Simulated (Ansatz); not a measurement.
**AlSiH+ (quartet): from Hartree-Fock to the top rungs, cc-pVDZ**

How much of the correlation energy of AlSiH+ (quartet) does each wave-function method recover here?

Computed with Ansatz 0.2.0, Gaussian basis. Level: cc-pVDZ, core rule «outside noble gas», up to 10 orbitals frozen.

To be run: UHF; CCSD(T) on ROHF; CCSD(T) on UHF; BCCD(T) on ROHF; CISD as a restricted active space (open shells left free, so some higher excitations enter); CCSDT(Q) on ROHF; CCSDT(Q) on UHF; CASSCF and MRCISD+Q, 7 electrons in 9 orbitals; CASSCF and NEVPT2, 7 electrons in 9 orbitals.

25 further runs of the same task are left out: 4 for a known fault of the program, 6 that didn't finish, 15 set aside as unsound or not needed. Runs told in other sessions of the task aren't counted.

## Step 1: The geometry

The geometry is a PBE0/def2-TZVP stationary point (not a proven minimum) of the parent state, kept for this charge and spin.

3 atoms, charge 1, spin multiplicity 4.

Atoms are counted from 1 here; the program's logs count them from 0.

Bond lengths: Si1–Al2 2.333 Å, Al2–H3 1.599 Å. Angles: Si1–Al2–H3 180.0°.

In the tables R marks a restricted open-shell determinant and U an unrestricted one; 'valence' is the active space of 7 electrons in 9 orbitals; energies count from the table's Hartree-Fock row.

## Step 2: UHF

in.yaml reads:

```yaml
crystal:
  periodic: [false, false, false]
  atoms:
    - {symbol: Si, position_ang: [0.000000, 0.000000, 2.088600]}
    - {symbol: Al, position_ang: [0.000000, 0.000000, -0.244867]}
    - {symbol: H, position_ang: [0.000000, 0.000000, -1.843733]}
basis:
  gaussian: {orbitals: cc-pVDZ}
total_charge: 1
magnetization: {spin_polarized: true, initial_magnetization: 3}
hamiltonian: {xc: hf}
output: {orbitals: {seedname: orbitals}}
```

Started as:

```sh
$ ansatz run in.yaml --threads 1 --pin off --events-out ev --progress --plain --max-ram 2393MiB
```

Standard output:

```text
Functional definition: HF
  name "HF"
  cite "Fock, Z. Phys. 61, 126 (1930) doi:10.1007/BF01340294"
  parent pbe
  exchange = exact_x
  correlation = 0
409 factors; integrals over basis functions are off by at most 1.0e-3 eV
mean field evaluation 1: about -14450.8283 eV, gradient 6.1e0 eV
mean field evaluation 2: about -14450.8322 eV, gradient 6.1e0 eV
mean field evaluation 4: about -14451.5919 eV, gradient 1.1e0 eV
mean field evaluation 8: about -14451.6691 eV, gradient 2.2e-1 eV
mean field -14451.67287632 eV, -531.0891825092 hartree, gradient 2.0e-5 eV, S^2 3.758896; 0 other end points of the search recorded, 0 dependent functions left out
reference -14451.67287632 eV, -531.0891825092 hartree; 15, 12 occupied and 26, 29 virtual orbitals, 409 factors
Total energy: -14451.67287632 eV, -531.0891825092 hartree
```

It took 0.33 s on 1 thread of Arm Neoverse V1, shared host.

From the report: ⟨S²⟩ of the determinant 3.759 (pure quartet: 3.75).

## Step 3: CCSD(T) on ROHF

in.yaml, as its differences from that of step 2:

```diff
@@ -9,4 +9,4 @@
 total_charge: 1
-magnetization: {spin_polarized: true, initial_magnetization: 3}
-hamiltonian: {xc: hf}
-output: {orbitals: {seedname: orbitals}}
+magnetization: {spin_polarized: false, initial_magnetization: 3}
+correlation: {method: ccsd_t, electrons: outside_noble_gas}
+output: {forces: true}
```

The command is unchanged.

Standard output, cut to the lines that bear on the results:

```text
Functional definition: HF
  name "HF"
  cite "Fock, Z. Phys. 61, 126 (1930) doi:10.1007/BF01340294"
  parent pbe
[...]
409 factors; integrals over basis functions are off by at most 1.0e-3 eV
[...]
mean field -14451.62960186 eV, -531.0875922019 hartree, gradient 1.0e-6 eV, S^2 3.750000; 1 other end points of the search recorded, 0 dependent functions left out
[...]
determinant -14451.62960186 eV, -531.0875922019 hartree, with singles and doubles -14454.82229281 eV, -531.2049214303 hartree
determinant -14448.29486269 eV, -530.9650427979 hartree, with singles and doubles -14451.47792407 eV, -531.0820181459 hartree
10 core orbitals not correlated: weight in the atoms' cores, before any rotation towards them, 1.000 or more for the frozen orbitals, at most 0.000 for the correlated occupied ones
reference -14451.62960186 eV, -531.0875922019 hartree; 5, 2 occupied and 26, 29 virtual orbitals, 409 factors
second order -2.41583255 eV of doubles, -0.02035233 eV of singles
cycle   1  -3.19287114 eV  change   -1.8e-4 eV  update   8.9e-4
[...]
cycle   9  -3.19316224 eV  change   -3.2e-7 eV  update   6.7e-7
perturbative correction -0.12109810 eV, -0.0044502730 hartree
[...]
Total energy: -14454.94386220 eV, -531.2093890229 hartree
Atom 0 at     0.000000     0.000000     2.088600 Å, force     0.000000     0.000000    -0.025278 eV/Å
Atom 1 at     0.000000     0.000000    -0.244867 Å, force    -0.000000    -0.000000    -0.402079 eV/Å
Atom 2 at     0.000000     0.000000    -1.843733 Å, force    -0.000000    -0.000000     0.427356 eV/Å
Dipole moment:     0.000000    -0.000000    -0.322859 e Å
```

It took 1.9 s on 1 thread of Arm Neoverse V1, shared host.

From the report: correlation -3.3143 eV; T1 0.044; largest double amplitude 0.06.

## Step 4: CCSD(T) on UHF

in.yaml, as its differences from that of step 3:

```diff
@@ -9,3 +9,3 @@
 total_charge: 1
-magnetization: {spin_polarized: false, initial_magnetization: 3}
+magnetization: {spin_polarized: true, initial_magnetization: 3}
 correlation: {method: ccsd_t, electrons: outside_noble_gas}
```

Same command.

Standard output, cut to the lines that bear on the results:

```text
Functional definition: HF
  name "HF"
  cite "Fock, Z. Phys. 61, 126 (1930) doi:10.1007/BF01340294"
  parent pbe
[...]
409 factors; integrals over basis functions are off by at most 1.0e-3 eV
[...]
mean field -14451.67287632 eV, -531.0891825092 hartree, gradient 7.4e-6 eV, S^2 3.758896; 1 other end points of the search recorded, 0 dependent functions left out
determinant -14451.67287632 eV, -531.0891825092 hartree, with singles and doubles -14454.82348861 eV, -531.2049653752 hartree
determinant -14448.47717293 eV, -530.9717425757 hartree, with singles and doubles -14451.48067842 eV, -531.0821193666 hartree
10 core orbitals not correlated: weight in the atoms' cores, before any rotation towards them, 1.000 or more for the frozen orbitals, at most 0.000 for the correlated occupied ones
reference -14451.67287632 eV, -531.0891825092 hartree; 5, 2 occupied and 26, 29 virtual orbitals, 409 factors
second order -2.38671691 eV of doubles, -0.00000000 eV of singles
cycle   1  -3.15075870 eV  change   -1.5e-4 eV  update   1.0e-3
[...]
cycle   9  -3.15109463 eV  change   -1.9e-7 eV  update   7.5e-7
perturbative correction -0.11984451 eV, -0.0044042044 hartree
[...]
Total energy: -14454.94381546 eV, -531.2093873054 hartree
Atom 0 at     0.000000     0.000000     2.088600 Å, force    -0.000000    -0.000000    -0.025938 eV/Å
Atom 1 at     0.000000     0.000000    -0.244867 Å, force     0.000000    -0.000000    -0.400838 eV/Å
Atom 2 at     0.000000     0.000000    -1.843733 Å, force    -0.000000    -0.000000     0.426776 eV/Å
Dipole moment:    -0.000000     0.000000    -0.323084 e Å
```

Run time: 1.9 s. Hardware: 1 thread of Arm Neoverse V1, shared host.

From the report: ⟨S²⟩ of the determinant 3.759 (pure quartet: 3.75); correlation -3.2709 eV; T1 0.040; largest double amplitude 0.06.

## Step 5: BCCD(T) on ROHF

in.yaml, as its differences from that of step 4:

```diff
@@ -9,4 +9,3 @@
 total_charge: 1
-magnetization: {spin_polarized: true, initial_magnetization: 3}
-correlation: {method: ccsd_t, electrons: outside_noble_gas}
-output: {forces: true}
+magnetization: {spin_polarized: false, initial_magnetization: 3}
+correlation: {method: bccd_t, electrons: outside_noble_gas}
```

Launched as before.

Standard output, cut to the lines that bear on the results:

```text
Functional definition: HF
  name "HF"
  cite "Fock, Z. Phys. 61, 126 (1930) doi:10.1007/BF01340294"
  parent pbe
[...]
409 factors; integrals over basis functions are off by at most 1.0e-3 eV
[...]
mean field -14451.62960186 eV, -531.0875922019 hartree, gradient 1.0e-6 eV, S^2 3.750000; 1 other end points of the search recorded, 0 dependent functions left out
[...]
determinant -14451.62960186 eV, -531.0875922019 hartree, with singles and doubles -14454.82229281 eV, -531.2049214303 hartree
determinant -14448.29486269 eV, -530.9650427979 hartree, with singles and doubles -14451.47792407 eV, -531.0820181459 hartree
10 core orbitals not correlated: weight in the atoms' cores, before any rotation towards them, 1.000 or more for the frozen orbitals, at most 0.000 for the correlated occupied ones
reference -14451.62960186 eV, -531.0875922019 hartree; 5, 2 occupied and 26, 29 virtual orbitals, 409 factors
second order -2.41583255 eV of doubles, -0.02035233 eV of singles
cycle   1  -3.19758593 eV  change   -4.9e-3 eV  update   1.1e-2
[...]
cycle  10  -3.19203355 eV  change    1.1e-6 eV  update   3.9e-6
perturbative correction -0.12408425 eV, -0.0045600120 hartree
Total energy: -14454.94571966 eV, -531.2094572834 hartree
```

Wall time 1.3 s (1 thread of Arm Neoverse V1, shared host).

From the report: correlation -3.3161 eV; largest double amplitude 0.06.

## Step 6: CISD as a restricted active space (open shells left free, so some higher excitations enter)

in.yaml, as its differences from that of step 5:

```diff
@@ -10,2 +10,2 @@
 magnetization: {spin_polarized: false, initial_magnetization: 3}
-correlation: {method: bccd_t, electrons: outside_noble_gas}
+correlation: {active_space: {ras: {orbitals: [2, 3, 26], electrons: 7, max_holes: 2, max_particles: 2}, fixed_orbitals: true}}
```

Same command.

Standard output:

```text
Functional definition: HF
  name "HF"
  cite "Fock, Z. Phys. 61, 126 (1930) doi:10.1007/BF01340294"
  parent pbe
  exchange = exact_x
  correlation = 0
409 factors; integrals over basis functions are off by at most 1.0e-3 eV
mean field evaluation 1: about -14450.7451 eV, gradient 6.4e0 eV
mean field evaluation 2: about -14450.7488 eV, gradient 6.4e0 eV
mean field evaluation 4: about -14451.5463 eV, gradient 1.3e0 eV
mean field evaluation 8: about -14451.6251 eV, gradient 2.4e-1 eV
mean field -14451.62960186 eV, -531.0875922019 hartree, gradient 1.0e-6 eV, S^2 3.750000; 0 other end points of the search recorded, 0 dependent functions left out
reference -14451.62960186 eV, -531.0875922019 hartree; 15, 12 occupied and 26, 29 virtual orbitals, 409 factors
state -14454.71633062 eV, -531.2010273915 hartree
Total energy: -14454.71633062 eV, -531.2010273915 hartree
```

Run time: 1.6 s. Hardware: 1 thread of Arm Neoverse V1, shared host.

From the report: 10,048 determinants.

## Step 7: CCSDT(Q) on ROHF

in.yaml, as its differences from that of step 6:

```diff
@@ -10,2 +10,2 @@
 magnetization: {spin_polarized: false, initial_magnetization: 3}
-correlation: {active_space: {ras: {orbitals: [2, 3, 26], electrons: 7, max_holes: 2, max_particles: 2}, fixed_orbitals: true}}
+correlation: {method: ccsdt_q, electrons: outside_noble_gas}
```

Launched as before.

Standard output, cut to the lines that bear on the results:

```text
Functional definition: HF
  name "HF"
  cite "Fock, Z. Phys. 61, 126 (1930) doi:10.1007/BF01340294"
  parent pbe
[...]
746 factors; integrals over basis functions are off by at most 2.1e-7 eV
[...]
mean field -14451.62963318 eV, -531.0875933528 hartree, gradient 9.9e-7 eV, S^2 3.750000; 1 other end points of the search recorded, 0 dependent functions left out
[...]
determinant -14451.62963318 eV, -531.0875933528 hartree, with singles and doubles -14454.82231986 eV, -531.2049224245 hartree
determinant -14448.29490349 eV, -530.9650442974 hartree, with singles and doubles -14451.47749847 eV, -531.0820025055 hartree
10 core orbitals not correlated: weight in the atoms' cores, before any rotation towards them, 1.000 or more for the frozen orbitals, at most 0.000 for the correlated occupied ones
reference -14451.62963318 eV, -531.0875933528 hartree; 5, 2 occupied and 26, 29 virtual orbitals, 746 factors
second order -2.41584374 eV of doubles, -0.02035218 eV of singles
cycle   1  -2.92489144 eV  change   -4.9e-1 eV  update   7.9e-2
[...]
cycle  16  -3.35521590 eV  change    5.7e-8 eV  update   7.6e-7
perturbative correction -0.00722706 eV, -0.0002655895 hartree
Total energy: -14454.99207613 eV, -531.2111608523 hartree
```

It took 5.5 s on 1 thread of Arm Neoverse V1, shared host.

From the report: correlation -3.3624 eV; T1 0.048; largest double amplitude 0.07.

## Step 8: CCSDT(Q) on UHF

in.yaml, as its differences from that of step 7:

```diff
@@ -9,3 +9,3 @@
 total_charge: 1
-magnetization: {spin_polarized: false, initial_magnetization: 3}
+magnetization: {spin_polarized: true, initial_magnetization: 3}
 correlation: {method: ccsdt_q, electrons: outside_noble_gas}
```

Same command.

Standard output, cut to the lines that bear on the results:

```text
Functional definition: HF
  name "HF"
  cite "Fock, Z. Phys. 61, 126 (1930) doi:10.1007/BF01340294"
  parent pbe
[...]
746 factors; integrals over basis functions are off by at most 2.1e-7 eV
[...]
mean field -14451.67290748 eV, -531.0891836543 hartree, gradient 9.0e-6 eV, S^2 3.758896; 1 other end points of the search recorded, 0 dependent functions left out
determinant -14451.67290748 eV, -531.0891836543 hartree, with singles and doubles -14454.82351578 eV, -531.2049663736 hartree
determinant -14448.47721589 eV, -530.9717441542 hartree, with singles and doubles -14451.48072344 eV, -531.0821210208 hartree
10 core orbitals not correlated: weight in the atoms' cores, before any rotation towards them, 1.000 or more for the frozen orbitals, at most 0.000 for the correlated occupied ones
reference -14451.67290748 eV, -531.0891836543 hartree; 5, 2 occupied and 26, 29 virtual orbitals, 746 factors
second order -2.38672802 eV of doubles, -0.00000000 eV of singles
cycle   1  -2.88153134 eV  change   -4.9e-1 eV  update   7.8e-2
[...]
cycle  16  -3.31214215 eV  change    4.6e-7 eV  update   6.4e-7
perturbative correction -0.00745459 eV, -0.0002739510 hartree
Total energy: -14454.99250422 eV, -531.2111765843 hartree
```

Wall time 4.9 s (1 thread of Arm Neoverse V1, shared host).

From the report: ⟨S²⟩ of the determinant 3.759 (pure quartet: 3.75); correlation -3.3196 eV; T1 0.044; largest double amplitude 0.07.

## Step 9: CASSCF and MRCISD+Q, 7 electrons in 9 orbitals

in.yaml, as its differences from that of step 8:

```diff
@@ -9,3 +9,3 @@
 total_charge: 1
-magnetization: {spin_polarized: true, initial_magnetization: 3}
-correlation: {method: ccsdt_q, electrons: outside_noble_gas}
+magnetization: {spin_polarized: false, initial_magnetization: 3}
+correlation: {method: fic_mrcisd_q, electrons: outside_noble_gas, active_space: {window: {electrons: 7, orbitals: 9}, shells: [{species: Al, l: s, shell: 3}, {species: Al, l: p, shell: 3}, {species: H, l: s, shell: 1}, {species: Si, l: s, shell: 3}, {species: Si, l: p, shell: 3}]}}
```

Launched as before.

Standard output, cut to the lines that bear on the results:

```text
Functional definition: HF
  name "HF"
  cite "Fock, Z. Phys. 61, 126 (1930) doi:10.1007/BF01340294"
  parent pbe
[...]
746 factors; integrals over basis functions are off by at most 2.1e-7 eV
[...]
mean field -14451.62963318 eV, -531.0875933528 hartree, gradient 9.9e-7 eV, S^2 3.750000; 0 other end points of the search recorded, 0 dependent functions left out
reference -14451.62963318 eV, -531.0875933528 hartree; 15, 12 occupied and 26, 29 virtual orbitals, 746 factors
state -14453.21710510 eV, -531.1459318701 hartree
contracted CI cycle   1: correlation 0.00000000 eV, 0.0000000000 hartree, residual 8.19e0 eV
contracted CI cycle   2: correlation -1.60469075 eV, -0.0589712973 hartree, residual 1.77e0 eV
contracted CI cycle   3: correlation -1.67910264 eV, -0.0617058837 hartree, residual 4.21e-1 eV
contracted CI cycle   4: correlation -1.68320344 eV, -0.0618565857 hartree, residual 1.09e-1 eV
contracted CI cycle   5: correlation -1.68346334 eV, -0.0618661366 hartree, residual 3.13e-2 eV
contracted CI cycle   6: correlation -1.68348322 eV, -0.0618668671 hartree, residual 8.56e-3 eV
contracted CI cycle   7: correlation -1.68348473 eV, -0.0618669227 hartree, residual 2.43e-3 eV
contracted CI cycle   8: correlation -1.68348486 eV, -0.0618669274 hartree, residual 7.11e-4 eV
state -14453.21710510 eV, -531.1459318701 hartree; corrected -14454.98411535 eV, -531.2108682988 hartree
Total energy: -14454.98411535 eV, -531.2108682988 hartree
Checks for a lower state left out: starts, orbital_swaps
```

Run time: 4.7 s. Hardware: 1 thread of Arm Neoverse V1, shared host; peak memory 0.33 GiB.

From the report: 1,184 determinants; active occupations 1.97, 1.95, 1.00, 0.99, 0.99, 0.04, 0.03, 0.03, 0.02.

## Step 10: CASSCF and NEVPT2, 7 electrons in 9 orbitals

in.yaml reads:

```yaml
crystal:
  periodic: [false, false, false]
  atoms:
    - {symbol: Si, position_ang: [0.000000, 0.000000, 2.088600]}
    - {symbol: Al, position_ang: [0.000000, 0.000000, -0.244867]}
    - {symbol: H, position_ang: [0.000000, 0.000000, -1.843733]}
basis:
  gaussian: {orbitals: cc-pVDZ}
total_charge: 1
magnetization: {spin_polarized: false, initial_magnetization: 3}
correlation: {method: sc_nevpt2, electrons: outside_noble_gas, active_space: {window: {electrons: 7, orbitals: 9}, shells: [{species: Al, l: s, shell: 3}, {species: Al, l: p, shell: 3}, {species: H, l: s, shell: 1}, {species: Si, l: s, shell: 3}, {species: Si, l: p, shell: 3}]}}
```

The command is unchanged.

Standard output:

```text
Functional definition: HF
  name "HF"
  cite "Fock, Z. Phys. 61, 126 (1930) doi:10.1007/BF01340294"
  parent pbe
  exchange = exact_x
  correlation = 0
746 factors; integrals over basis functions are off by at most 2.1e-7 eV
mean field evaluation 1: about -14450.7450 eV, gradient 6.4e0 eV
mean field evaluation 2: about -14450.7488 eV, gradient 6.4e0 eV
mean field evaluation 4: about -14451.5464 eV, gradient 1.3e0 eV
mean field evaluation 8: about -14451.6252 eV, gradient 2.4e-1 eV
mean field -14451.62963318 eV, -531.0875933528 hartree, gradient 9.9e-7 eV, S^2 3.750000; 0 other end points of the search recorded, 0 dependent functions left out
reference -14451.62963318 eV, -531.0875933528 hartree; 15, 12 occupied and 26, 29 virtual orbitals, 746 factors
state -14453.21710510 eV, -531.1459318701 hartree
state -14453.21710510 eV, -531.1459318701 hartree; corrected -14454.44140787 eV, -531.1909241668 hartree
Total energy: -14454.44140787 eV, -531.1909241668 hartree
Checks for a lower state left out: starts, orbital_swaps
```

Wall time 3 s (1 thread of Arm Neoverse V1, shared host).

From the report: 1,184 determinants; active occupations 1.97, 1.95, 1.00, 0.99, 0.99, 0.04, 0.03, 0.03, 0.02.

## Step 11: Natural occupations

Natural occupations of the CASSCF valence state about the gap (report; correlated orbitals 1 to 9): 1.967, 1.947, 1.004, 0.988, 0.988, 0.038, 0.027, 0.027, 0.016. The count of effectively unpaired electrons, Σ n²(2 − n)², is 3.03; a single determinant of this spin has 3.

## Step 12: The ladder

The yardstick is UCCSDT(Q), where the cluster series has nearly closed. Rows without a time are mean-field rows or come out of runs for another level: lower rungs of the coupled-cluster runs, CASSCF and MRCISD of the multireference runs, or the Hartree-Fock search. The times of RCCSD(T), UCCSD(T) include forces.

| method | energy from the lowest ROHF (meV) | from UCCSDT(Q) (meV) | time |
| --- | --- | --- | --- |
| ROHF | 0.0 | +3362.9 |  |
| UHF | -43.3 | +3319.6 |  |
| RMP2 | -2436.2 | +926.7 |  |
| UMP2 | -2430.0 | +932.9 |  |
| CISD | -3086.7 | +276.2 | 1.6 s |
| RCCSD | -3193.2 | +169.7 |  |
| UCCSD | -3194.4 | +168.5 |  |
| RCCSD(T) | -3314.3 | +48.6 | 1.9 s |
| UCCSD(T) | -3314.2 | +48.7 | 1.9 s |
| BCCD(T) | -3316.1 | +46.8 | 1.3 s |
| RCCSDT | -3355.2 | +7.7 |  |
| UCCSDT | -3355.4 | +7.5 |  |
| RCCSDT(Q) | -3362.5 | +0.4 | 5.5 s |
| UCCSDT(Q) | -3362.9 | 0 | 4.9 s |
| CASSCF valence | -1587.5 | +1775.4 |  |
| NEVPT2 valence | -2811.8 | +551.1 | 3 s |
| MRCISD valence | -3271.0 | +91.9 |  |
| MRCISD+Q valence | -3354.5 | +8.4 | 4.7 s |

Among the levels timed on like hardware and quicker than the yardstick, those that no quicker one beats, quickest first: BCCD(T) (1.3 s, +46.8 meV); MRCISD+Q valence (4.7 s, +8.4 meV).

## Step 13: Summary of results

| quantity | value |
| --- | --- |
| UCCSDT(Q) from the ROHF energy | -3.3629 eV |
| RMP2 from UCCSDT(Q) | +926.7 meV |
| UMP2 from UCCSDT(Q) | +932.9 meV |
| RCCSD from UCCSDT(Q) | +169.7 meV |
| RCCSD(T) from UCCSDT(Q) | +48.6 meV |
| UCCSD(T) from UCCSDT(Q) | +48.7 meV |
| RCCSDT(Q) from UCCSDT(Q) | +0.4 meV |
| NEVPT2 valence from UCCSDT(Q) | +551.1 meV |
| MRCISD+Q valence from UCCSDT(Q) | +8.4 meV |
| levels within 1 kcal/mol (43 meV) | RCCSDT, UCCSDT, RCCSDT(Q), MRCISD+Q valence |
| T1 diagnostic | 0.044 |
| effectively unpaired electrons | 3.03 |

RCCSD(T) misses by +48.6 meV, 1.4 % of the correlation energy. The occupations are near whole numbers, but T1 = 0.044 shows that the orbitals relax strongly. Of the multireference levels listed MRCISD+Q valence comes nearest in total energy (+8.4 meV), which doesn't show that its space is the better one. These misses are within one basis, not against nature; the frozen cores of restricted and unrestricted runs differ, which can shift their rows.

With open shells the CI space here admits some higher excitations, so it is larger than plain CISD.

MRCISD+Q valence reaches 8.4 meV from the reference in 4.7 s, where UCCSDT(Q) took 4.9 s; the quickest level in the cost chart, BCCD(T), takes 1.3 s and misses by 46.8 meV.
